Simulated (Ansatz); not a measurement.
A made-up structure of AlNH3 (charge -1), closed shell:

```
5
angstrom
N -0.2370 0.2310 -0.2874
Al 0.2794 -1.0905 0.7003
H 1.5076 -0.8991 1.5750
H -1.0569 0.1382 -0.8870
H 0.1586 1.1655 -0.3910
```

It is relaxed with PBE-D4/def2-SVPD and then PBE0-D4/def2-TZVPD (Ansatz 0.2.0). Atoms count as bonded within 1.22 times the sum of their covalent radii (H–H: 0.88 Å). The end point is not checked to be a true minimum.

Problem. Does its bonding change? (A judgement: the text doesn't fix the answer.)

Solution. The calculation gives: No: no bond forms or breaks.

Where it ends: The first stage lowers the energy by 0.63 eV in 6 steps. It ends as AlNH₃ ([NH2][AlH]), total charge -1:
```json
{"atom": "N1", "x (Å)": "-0.2520", "y (Å)": "0.1902", "z (Å)": "-0.2811"}
{"atom": "Al2", "x (Å)": "0.1609", "y (Å)": "-1.3176", "z (Å)": "0.7078"}
{"atom": "H3", "x (Å)": "1.5278", "y (Å)": "-0.6400", "z (Å)": "1.4764"}
{"atom": "H4", "x (Å)": "-1.0344", "y (Å)": "0.2438", "z (Å)": "-0.9160"}
{"atom": "H5", "x (Å)": "0.2494", "y (Å)": "1.0685", "z (Å)": "-0.2772"}
```

Labels in which every atom is bracketed show which atoms are joined, not bond orders.

For scale, one of the runs: PBE0-D4/def2-TZVPD relaxation, 107 basis functions, launched by `ansatz run in.yaml --threads 2 --pin off --events-out ev --progress --plain --max-ram 4352MiB`. The run took about 6 s on 2 CPU threads of an Arm Neoverse V2 (shared host).
